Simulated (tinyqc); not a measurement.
Inside a calculation. Method: CIS on RHF in the sto-3g basis, for H2F+, spin multiplicity 1. One step of it, computed by the program tinyqc.

Question. CIS singlet states. Diagonalise A (1 hartree = 27.211386 eV); each vector has its largest component positive (the first on a tie). The transition dipole is mu = sqrt2 sum c_ia <i|r|a>.

CIS matrix A, singlet (hartree), lower triangle:
```
           1>6        1>7        2>6        2>7        3>6        3>7       4>6       4>7
1>6  26.003177
1>7   0.000000  26.065435
2>6   0.010318   0.000000   1.696138
2>7   0.000000   0.043095   0.000000   1.796603
3>6   0.000000   0.003160   0.000000   0.044312   0.850752
3>7   0.022908   0.000000  -0.050638   0.000000   0.000000   1.159634
4>6  -0.012690   0.000000   0.050038   0.000000   0.000000  -0.100086  0.691705
4>7   0.000000  -0.019863   0.000000  -0.030340  -0.034093   0.000000  0.000000  0.796878
5>6   0.000000   0.000000   0.000000   0.000000   0.000000   0.000000  0.000000  0.000000
5>7   0.000000   0.000000   0.000000   0.000000   0.000000   0.000000  0.000000  0.000000

          5>6       5>7
5>6  0.587104
5>7  0.000000  0.706078
```

dipole integrals <i|r|a> (bohr):
```
             x          y          z
1>6   0.000000   0.000000  -0.027421
1>7   0.000000   0.044668   0.000000
2>6   0.000000   0.000000   0.063463
2>7   0.000000  -0.128116   0.000000
3>6   0.000000   0.814588   0.000000
3>7   0.000000   0.000000  -0.466837
4>6   0.000000   0.000000   0.291687
4>7   0.000000  -0.503632   0.000000
5>6  -0.022895   0.000000   0.000000
5>7   0.000000   0.000000   0.000000
```

Give: singlet excitation energies; lowest vectors; oscillator strengths 2/3 w |mu|^2.

Answer.

singlet excitation energies (eV): 15.976  18.224  19.213  21.233  23.517  31.928  46.379  48.970  707.583  709.279

lowest vectors:
```
     state 1  state 2  state 3  state 4  state 5  state 6
1>6    0.000    0.000    0.000    0.000    0.000   -0.001
1>7    0.000    0.000    0.000    0.001    0.000    0.000
2>6    0.000   -0.038    0.000    0.000    0.000    0.113
2>7    0.000    0.000    0.000    0.008   -0.057    0.000
3>6    0.000    0.000    0.000    0.431    0.901    0.000
3>7    0.000    0.196    0.000    0.000    0.000    0.975
4>6    0.000    0.980    0.000    0.000    0.000   -0.191
4>7    0.000    0.000    0.000    0.902   -0.430    0.000
5>6    1.000    0.000    0.000    0.000    0.000    0.000
5>7    0.000    0.000    1.000    0.000    0.000    0.000
```

oscillator strengths 2/3 w |mu|^2: 0.000  0.033  0.000  0.011  1.057  0.397
